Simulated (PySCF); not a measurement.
Ligands exchanged one at a time, Si Cl-H. Isolated molecules, 0 K electronic values unless said otherwise. Strings in code marks are SMILES. All members: neutral, multiplicity 1. Level: TPSSh-D3(BJ)/def2-TZVP // CAM-B3LYP-D3(BJ)/def2-TZVP (PySCF), beside PBE-D3(BJ)/def2-TZVP // CAM-B3LYP-D3(BJ)/def2-TZVP (PySCF) at the same geometries.  Orbital energies are measured against the vacuum level.

```json
[
 {"species": "`[SiH4]`", "HOMO, PBE (eV)": "-8.52", "HOMO, TPSSh-D3(BJ) (eV)": "-9.30"},
 {"species": "`Cl[Si](Cl)(Cl)Cl`", "HOMO, PBE (eV)": "-8.10", "HOMO, TPSSh-D3(BJ) (eV)": "-8.79"},
 {"species": "`Cl[SiH](Cl)Cl`", "HOMO, PBE (eV)": "-7.96", "HOMO, TPSSh-D3(BJ) (eV)": "-8.65"},
 {"species": "`Cl[SiH2]Cl`", "HOMO, PBE (eV)": "-7.73", "HOMO, TPSSh-D3(BJ) (eV)": "-8.45"},
 {"species": "`[SiH3]Cl`", "HOMO, PBE (eV)": "-7.65", "HOMO, TPSSh-D3(BJ) (eV)": "withheld"}
]
```

Q: Fit y = a + b·x, y being the HOMO at the first level, to the 4 complete rows by least squares, with x = the PBE value in eV. Give a, b and the rms residual, and predict the withheld value.

A: Means of the 4 rows: x̄ = -8.0775, ȳ = -8.7975 eV. Σ(x − x̄)² = 0.33087 and Σ(x − x̄)(y − ȳ) = 0.36028, so b = 1.089 and a = ȳ − b·x̄ = -0.001 eV. The rms residual is 0.026 eV. At x = -7.65 the line gives -8.33 eV, outside the range of the fitted rows. The run for `[SiH3]Cl` gave -8.35 eV, so the line is off by 0.02 eV, within twice the rms residual.

Codes: PySCF.
